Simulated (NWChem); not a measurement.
## Polarisability of chloromethane (CH3Cl)

SMILES: CCl
```xyz
5

C     -0.0568    -1.1279     0.0000
Cl     0.0333     0.6610     0.0000
H     -0.5967    -1.4635     0.9046
H     -0.5967    -1.4635    -0.9046
H      0.9682    -1.5423     0.0000
```
Charge 0, spin multiplicity 1.

All runs are NWChem calculations. All single points use one geometry, from PBE/def2-SVP, a minimum by its harmonic frequencies.

Basis set: 6-31G*. The field's frequency is 0.0773 Ha (589 nm). This basis has no diffuse functions, which lowers polarisabilities.

The correlated methods keep 6 core orbitals frozen. B3LYP has NWChem's definition, with VWN1-RPA local correlation. The Pople sets run with spherical d functions. No row is a measurement; the coupled-cluster row has its own basis-set and correlation limits.

### Question
Order these methods by the isotropic polarisability they give, lowest first: LDA (SVWN5), B3LYP, CCSD linear response, PBE.

### Answer
CCSD linear response (20.37 bohr³), B3LYP (20.71 bohr³), PBE (20.83 bohr³), LDA (SVWN5) (20.92 bohr³)
